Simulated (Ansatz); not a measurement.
**Phonon frequency of some phosphides, arsenides and antimonides, all zinc-blende**

Method: LC-ωPBE in Ansatz (plane waves, PAW). References are measured values at room or unstated temperature, uncorrected unless marked, so that the deviations hold thermal and zero-point effects besides the level's error. The table is a random draw of 6 from 24 values with such references.

Values in cm⁻¹.

```
solid                    reference  LC-ωPBE  deviation (%)
-----------------------  ---------  -------  -------------
zinc-blende GaSb (L LO)        205      225           +9.8
zinc-blende InP (X LO)         332      364           +9.6
zinc-blende GaSb (X LA)        166      182           +9.6
zinc-blende InP (L LA)         167        ?              ?
zinc-blende GaSb (L TO)        216      245          +13.4
zinc-blende GaAs (L TO)        264      287           +8.7
```

Estimate the withheld LC-ωPBE value.

The deviations of the other rows run from +8.7 % to +13.4 %, with a median of +9.6 %; carried to the reference 167 it gives 183 cm⁻¹. The run gives 180 cm⁻¹ (+7.8 %), -1.6 % from the estimate, outside the range of the other rows; the row was drawn at random, and such an estimate is rough. Over these 6 values the mean deviation is +9.8 %, the mean absolute deviation 9.8 % (median 9.6 %), and the worst case zinc-blende GaSb (L TO) at +13.4 %; the value is above the reference in 6 of 6 cases. Over all 24, from unrounded values, the mean deviation is +10.7 % and the mean absolute deviation 10.7 % (median 9.7 %).

Spin–orbit coupling is left out, also for the solids with elements from indium on (zinc-blende GaSb, zinc-blende InP); its size isn't shown.

Differences are worked out from the printed values.

Each level is taken at its own relaxed cell. Ansatz's density-functional and Hartree–Fock values are scalar-relativistic unless marked +SOC, with PAW data made under PBE.

Not in this set, of the phosphides, arsenides and antimonides with a reference value in our tables and a result at some level: 8 for a run that failed a test (LC-ωPBE); 4 for a reference of another kind, counted apart. These can be a level's best or worst cases. At least 8 more with a reference value are held back for tests. Solids without a released value at any level aren't counted. Layered and molecular crystals are counted apart.

References as tabulated in Ioffe Institute, NSM Archive: GaSb, mechanic properties page; Ioffe Institute, NSM Archive: InP, mechanic properties page; Giannozzi et al., Phys. Rev. B (1991).

Ansatz is a quantum-chemistry and plane-wave program.
